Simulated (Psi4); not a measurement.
**BNH3O (SMILES N[B]O) at UHF/STO-3G**

Aim: the vertical electron affinity of BNH3O at UHF/STO-3G, from 2 runs. 

Program for the calculation: Psi4 1.11.

3 further runs of the same task are left out: 1 that didn't finish, 2 set aside as unsound or not needed.

## 1. The structure to begin with

BNH3O has 6 atoms, charge 0, and is taken as a doublet. As SMILES, `N[B]O`. The shape is that of a PBE0-D4/def2-TZVP optimisation. This is one conformer, not always the lowest.

Bond lengths: N1–B2 1.390 Å, B2–O3 1.359 Å, N1–H4 1.002 Å, N1–H5 1.010 Å, O3–H6 0.958 Å. Angles: N1–B2–O3 122.6°, B2–N1–H4 122.8°, B2–N1–H5 122.6°, B2–O3–H6 113.3°, H4–N1–H5 114.6°.

## 2. A single-point energy at UHF/STO-3G

calc.py

```python
import psi4

psi4.set_memory(1600000000)
psi4.set_num_threads(1)
psi4.set_output_file('output.dat', False)

geom = psi4.geometry("""
0 2
N     -1.47644302     0.34884344    -1.05900252
B      0.06160507    -0.92672169     0.64534147
O      2.40033012    -0.08900610     1.29370650
H     -3.20289681    -0.26418371    -1.54107165
H     -0.94278436     1.97041743    -1.91240284
H      3.23955750    -1.16029184     2.48631266
units bohr
symmetry c1
no_reorient
no_com
""")

psi4.set_options({
    'basis': 'STO-3G',
    'reference': 'uhf',
    'puream': True,
    'e_convergence': 1e-09,
    'd_convergence': 1e-08,
    'scf_type': 'pk',
    'maxiter': 200,
})

e, wfn = psi4.energy("hf", molecule=geom, return_wfn=True)
psi4.oeprop(wfn, "MULLIKEN_CHARGES", "MAYER_INDICES", "LOWDIN_CHARGES", title="HF")
print('E =', round(e, 9))
```

Started as:

```
python calc.py
```

output.dat:

```text
[...]
  Running in c1 symmetry.
[...]
  Nuclear repulsion =   61.438460125430481
[...]
  Multiplicity = 2
[...]
  Nalpha       = 12
  Nbeta        = 11
[...]
    Number of basis functions: 18
[...]
   @UHF iter   1:  -153.65164440061855   -1.90534e+00   1.38392e-02 ADIIS/DIIS
[...]
   @UHF iter  13:  -153.69936003871965   -2.27374e-13   6.54058e-09 DIIS
[...]
   @S^2 Observed:                7.541879535E-01
[...]
    Orbital Energies [Eh]
    ---------------------
    Alpha Occupied:
       1A    -20.242516     2A    -15.287978     3A     -7.355520
       4A     -1.267530     5A     -1.068646     6A     -0.659482
       7A     -0.607500     8A     -0.535180     9A     -0.489591
      10A     -0.432898    11A     -0.314883    12A     -0.238237
    Alpha Virtual:
      13A      0.385390    14A      0.589330    15A      0.650409
      16A      0.735895    17A      0.942539    18A      0.951478
    Beta Occupied:
[...]
  @UHF Final Energy:  -153.69936003871965
   => Energetics <=
    Nuclear Repulsion Energy =             61.4384601254304812
    One-Electron Energy =                -333.6538087559703172
    Two-Electron Energy =                 118.5159885918202036
    Total Energy =                       -153.6993600387196466
  UHF NO Occupations:
  HONO-2 :   10  A 1.9997654
  HONO-1 :   11  A 1.9983164
[...]
 Multipole Moments:
 ------------------------------------------------------------------------------------
     Multipole            Electronic (a.u.)      Nuclear  (a.u.)        Total (a.u.)
 ------------------------------------------------------------------------------------
 L = 1.  Multiply by 2.5417464519 to convert [e a0] to [Debye]
 Dipole X            :         -8.4810788            8.2694415           -0.2116373
 Dipole Y            :          2.1174055           -2.3578113           -0.2404058
 Dipole Z            :         -5.1397662            5.1961799            0.0564136
 Magnitude           :                                                    0.3252196
[...]
  Mulliken Charges: (a.u.)
   Center  Symbol    Alpha    Beta     Spin     Total
       1     N     3.73071  3.79044 -0.05974 -0.52115
       2     B     2.82115  1.83027  0.99088  0.34859
       3     O     4.20510  4.18193  0.02317 -0.38703
       4     H     0.41295  0.40761  0.00534  0.17944
       5     H     0.43031  0.39242  0.03789  0.17726
       6     H     0.39979  0.39732  0.00246  0.20289
   Total alpha = 12.00000, Total beta = 11.00000, Total charge =  0.00000
  Lowdin Charges: (a.u.)
   Center  Symbol    Alpha    Beta     Spin     Total
[...]
```

On the terminal:

```text
E = -153.699360039
```

Run time: 2.7 s. Hardware: 1 thread of Intel Xeon Platinum 8259CL at 2.50GHz (Skylake/Cascade Lake), shared host; peak memory 0.18 GiB.

## 3. The singlet anion: energy and forces at HF/STO-3G

calc.inp

```
memory 1600 mb

molecule {
  -1 1
  N     -0.781300     0.184600    -0.560400
  B      0.032600    -0.490400     0.341500
  O      1.270200    -0.047100     0.684600
  H     -1.694900    -0.139800    -0.815500
  H     -0.498900     1.042700    -1.012000
  H      1.714300    -0.614000     1.315700
  units angstrom
  symmetry c1
  no_reorient
  no_com
}

set puream true
set e_convergence 1e-09
set d_convergence 1e-08
set scf_type pk

energy_value, wavefunction = gradient("scf/STO-3G", return_wfn=True)
oeprop(wavefunction, "MAYER_INDICES", "QUADRUPOLE", "MULLIKEN_CHARGES", title="SCF")
```

Started as:

```
psi4 calc.inp calc.out -n 1
```

calc.out (excerpt; [...] marks lines left out):

```text
[...]
  Running in c1 symmetry.
[...]
  Nuclear repulsion =   61.438460054717602
[...]
  Multiplicity = 1
[...]
  Nalpha       = 12
  Nbeta        = 12
[...]
    Number of basis functions: 18
[...]
   @RHF iter   1:  -153.31236892281299   -1.56607e+00   1.64589e-02 ADIIS/DIIS
[...]
   @RHF iter  10:  -153.39312756410354   -2.52953e-12   8.24171e-09 DIIS
[...]
  @RHF Final Energy:  -153.39312756410354
   => Energetics <=
    Nuclear Repulsion Energy =             61.4384600547176021
    One-Electron Energy =                -341.3026362790473627
    Two-Electron Energy =                 126.4710486602262165
    Total Energy =                       -153.3931275641035370
[...]
  -Total Gradient:
     Atom            X                  Y                   Z
    ------   -----------------  -----------------  -----------------
       1       -0.047719462137    -0.046222340630     0.007159000859
       2        0.068083092163     0.153529588956    -0.071506130939
       3       -0.049368162209    -0.103080241839     0.046076453420
       4        0.013909300384    -0.002235334840     0.008912790742
       5        0.017721615151    -0.030595648721     0.030758966104
       6       -0.002626383352     0.028603977074    -0.021401080186
[...]
 Multipole Moments:
 ------------------------------------------------------------------------------------
     Multipole            Electronic (a.u.)      Nuclear  (a.u.)        Total (a.u.)
 ------------------------------------------------------------------------------------
 L = 1.  Multiply by 2.5417464519 to convert [e a0] to [Debye]
 Dipole X            :         -8.3404945            8.2694415           -0.0710530
 Dipole Y            :          3.2757144           -2.3578113            0.9179031
 Dipole Z            :         -5.8404419            5.1961799           -0.6442620
 Magnitude           :                                                    1.1236851
 L = 2.  Multiply by 1.3450342976 to convert [e a0^2] to [Debye ang]
 Quadrupole XX       :        -96.8381914           83.0129647          -13.8252267
 Quadrupole XY       :          9.1907900          -10.3702960           -1.1795060
[...]
  Mulliken Charges: (a.u.)
   Center  Symbol    Alpha    Beta     Spin     Total
[...]
```

Run time: 2.8 s. Hardware: 1 thread of Intel Xeon Platinum 8259CL at 2.50GHz (Skylake/Cascade Lake), shared host; peak memory 0.18 GiB.

## 4. What came out

At UHF/STO-3G:

| quantity | value |
| --- | --- |
| doublet BNH3O: total energy | -153.69936 Eh |
| doublet BNH3O: dipole moment | 0.83 D |
| doublet BNH3O: HOMO energy (highest over α and β) | -6.48 eV |
| doublet BNH3O: LUMO energy (lowest over α and β) | 9.27 eV |
| doublet BNH3O: ⟨S²⟩ | 0.754 |
| singlet anion: total energy | -153.39313 Eh |
| singlet anion: HOMO energy | 7.43 eV |
| singlet anion: LUMO energy | 22.20 eV |
| singlet anion: HOMO–LUMO gap (to an unbound level, set by the basis) | 14.77 eV |
| singlet anion: largest force on an atom | 9.386 eV/Å |
| vertical electron affinity (to the singlet anion) | -8.333 eV |

The anion lies 8.33 eV (804 kJ/mol) above the neutral: the electron isn't bound at this level, and such a value depends on the basis. Without diffuse functions anions come out too high. Hartree–Fock misses the correlation that binds many anions. In a minimal basis such a difference can be off by several eV, whatever the method. Mulliken charges (singlet anion) run from -0.54 on N1 to +0.10 on H6; they depend strongly on the basis. The HOMO (singlet anion) lies at positive energy, 7.43 eV: the electron is unbound at this level or held by a compact basis; values depend on the basis.
